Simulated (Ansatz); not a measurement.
CH3FO, SMILES OCF, a composite energy at a relaxed geometry

With Ansatz 0.2.0 through its Python package.

The cells in order, each with its output:

In [1]:
```python
import itertools

import ansatz as az
from ase.data import atomic_numbers, covalent_radii
import numpy as np
from rdkit import Chem
from rdkit.Chem import AllChem
```

In [2]:
```python
params = {
    "basis_set": "def2-SVP",
    "functional": "PBE0",
}
```

In [3]:
```python
# start geometry from RDKit
rd = Chem.AddHs(Chem.MolFromSmiles("OCF"))
AllChem.EmbedMolecule(rd, randomSeed=334)
AllChem.UFFOptimizeMolecule(rd)
ch3fo = az.Crystal.molecule()
for atom, xyz in zip(rd.GetAtoms(), rd.GetConformer().GetPositions()):
    ch3fo = ch3fo.atom(atom.GetSymbol(), xyz.round(5).tolist())
```

In [4]:
```python
job = (
    ch3fo.calculation()
    .basis(gaussian=params["basis_set"])
    .functional(params["functional"])
)
symbols = [site.symbol for site in ch3fo.cartesian_sites]
start = np.array([site.position_ang for site in ch3fo.cartesian_sites], dtype=float)
data = job.relax(force_tolerance=0.01).run(threads=1, pin="off").report
end = np.array(data["positions_ang"])
# pairs closer than 1.2 times the sum of covalent radii, before or after
radius = [covalent_radii[atomic_numbers[s]] for s in symbols]
span = lambda where, i, j: np.linalg.norm(where[i] - where[j])
bonded = [(i, j) for i, j in itertools.combinations(range(len(symbols)), 2) if min(span(start, i, j), span(end, i, j)) < 1.2 * (radius[i] + radius[j])]
print("pair        before    after (A)")
for i, j in bonded:
    print(f"{symbols[i]}{i}-{symbols[j]}{j}".ljust(10), f"{span(start, i, j):8.4f} {span(end, i, j):8.4f}")
for first, second in list(itertools.combinations(bonded, 2)):
    shared = set(first) & set(second)
    if shared and symbols[(j := shared.pop())] != "H":
        i, k = sorted((set(first) | set(second)) - {j})
        u, v = end[i] - end[j], end[k] - end[j]
        angle = np.degrees(np.arccos(np.clip(u @ v / np.linalg.norm(u) / np.linalg.norm(v), -1, 1)))
        print(f"final angle {symbols[i]}{i}-{symbols[j]}{j}-{symbols[k]}{k}: {angle:.2f} deg")
```
```text
pair        before    after (A)
O0-C1        1.3987   1.3649
O0-H3        0.9924   0.9641
C1-F2        1.3836   1.3707
C1-H4        1.1094   1.1017
C1-H5        1.1119   1.1080
final angle C1-O0-H3: 108.85 deg
final angle O0-C1-F2: 111.65 deg
final angle O0-C1-H4: 107.26 deg
final angle O0-C1-H5: 112.93 deg
final angle F2-C1-H4: 108.31 deg
final angle F2-C1-H5: 106.62 deg
final angle H4-C1-H5: 110.01 deg
```

In [5]:
```python
minimum = az.Crystal.molecule()
for symbol, place in zip(symbols, end):
    minimum = minimum.atom(symbol, place.tolist())
at_minimum = minimum.calculation()
# MP2 extrapolated to the basis limit, plus the small-basis difference CCSD(T) - MP2
level = lambda method, basis: at_minimum.basis(gaussian=basis).correlation(method).run(threads=1, pin="off").report
small, large, cluster = level("mp2", "cc-pVDZ"), level("mp2", "cc-pVTZ"), level("ccsd_t", "cc-pVDZ")
corr = lambda each: (each["free_energy_ev"] - each["reference_energy_ev"]) / 27.211386246
mp2_limit = (27 * corr(large) - 8 * corr(small)) / 19
pieces = {"HF / cc-pVTZ": large["reference_energy_ev"] / 27.211386246, "MP2 correlation, DZ-TZ limit": mp2_limit, "CCSD(T) - MP2 / cc-pVDZ": corr(cluster) - corr(small)}
for name, value in pieces.items():
    print(f"{name:32s} {value:14.6f} Ha")
print(f"{'sum':32s} {sum(pieces.values()):14.6f} Ha")
print("T1 diagnostic", round(cluster["correlation"]["coupled_cluster"]["t1_diagnostic"], 4))
```
```text
HF / cc-pVTZ                        -213.992630 Ha
MP2 correlation, DZ-TZ limit          -0.730523 Ha
CCSD(T) - MP2 / cc-pVDZ               -0.032471 Ha
sum                                 -214.755623 Ha
T1 diagnostic 0.0104
```

Reading the output:
- Total energies depend on the basis set; only differences at equal settings carry meaning.
- The sum leaves out core correlation, relativity, the Hartree-Fock basis error and zero-point energy; a DZ-TZ extrapolation is rough.
- Inner cores stay frozen, so this is valence correlation.
- An extrapolation from small basis sets is rough.
- Hardware and time: 13 s on 1 thread of Arm Neoverse V1 (shared host), peak memory 0.31 GiB.
